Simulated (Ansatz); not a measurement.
**AlBH (doublet): r2SCAN, PBE0 over a scan of the distance B1–Al2, 6-31G**

Aim: run AlBH (doublet) with these functionals over a scan of the distance B1–Al2, and hold them against the top wave-function level at the same points.

Method: 6-31G, all electrons in the functionals; program: Ansatz 0.2.0, Gaussian basis.

Plan: r2SCAN, PBE0, at 1.701 Å; 1.843 Å; 2.077 Å; 2.333 Å; 2.541 Å; 2.864 Å; 3.252 Å; 3.853 Å; 4.635 Å; 5.560 Å; 7.039 Å.

30 further runs of the same task are left out: 1 for a known fault of the program, 20 that didn't finish, 9 set aside as unsound or not needed.

## Step 1: The geometry

The geometry derives from a PBE0/def2-TZVP stationary point (not a proven minimum). One bond is set to the value named and the two fragments are kept rigid.

3 atoms, charge 0, spin multiplicity 2.

Atoms are counted from 1 here; the program's logs count them from 0.

Bond lengths: B1–Al2 2.077 Å, Al2–H3 1.601 Å. Angles: B1–Al2–H3 125.0°.

No dispersion term is added.

The geometry shown and the zero of energy belong to the point 2.077 Å. The yardstick, FCI, and other wave-function levels (R restricted, U unrestricted, valence and pair active spaces) come from earlier runs.

## Step 2: r2SCAN, 1.701 Å

The input, in.yaml:

```yaml
crystal:
  periodic: [false, false, false]
  atoms:
    - {symbol: B, position_ang: [0.000000, -0.108054, 1.246684]}
    - {symbol: Al, position_ang: [0.000000, 0.084931, -0.443333]}
    - {symbol: H, position_ang: [0.000000, -1.114539, -1.504152]}
basis:
  gaussian: {orbitals: 6-31G}
magnetization: {spin_polarized: true, initial_magnetization: 1}
hamiltonian: {xc: {name: r2SCAN}}
```

Launch:

```bash
> ansatz run in.yaml --threads 1 --pin off --events-out ev --progress --plain --max-ram 2393MiB
```

The runs that follow: r2SCAN, 1.843 Å; r2SCAN, 2.077 Å; r2SCAN, 2.333 Å; r2SCAN, 2.541 Å; r2SCAN, 2.864 Å; r2SCAN, 3.252 Å; r2SCAN, 3.853 Å; r2SCAN, 4.635 Å; r2SCAN, 5.560 Å; r2SCAN, 7.039 Å; PBE0, 1.701 Å; PBE0, 1.843 Å; PBE0, 2.077 Å; PBE0, 2.333 Å; PBE0, 2.541 Å; PBE0, 2.864 Å; PBE0, 3.252 Å; PBE0, 3.853 Å; PBE0, 4.635 Å; PBE0, 5.560 Å; PBE0, 7.039 Å.

Q: Predict the results of all the runs planned. Wanted: span of the FCI curve; largest miss, r2SCAN; largest miss, PBE0.

As calculated:

| quantity | value |
| --- | --- |
| span of the FCI curve | 1.625 eV |
| largest miss, r2SCAN | +0.930 eV (7.039 Å) |
| largest miss, PBE0 | +0.608 eV (7.039 Å) |

What this shows: Of the functionals, PBE0 keep the smallest largest miss at the points compared (at most 0.608 eV) and r2SCAN strays most (0.930 eV, at 7.039 Å). r2SCAN, PBE0 clearly break the spin symmetry at some points (⟨S²⟩ up to 0.83 above the pure value), so energy there is bought with a mixed spin. Functionals and the yardstick converge differently with the basis, so part of each miss in 6-31G is the basis.
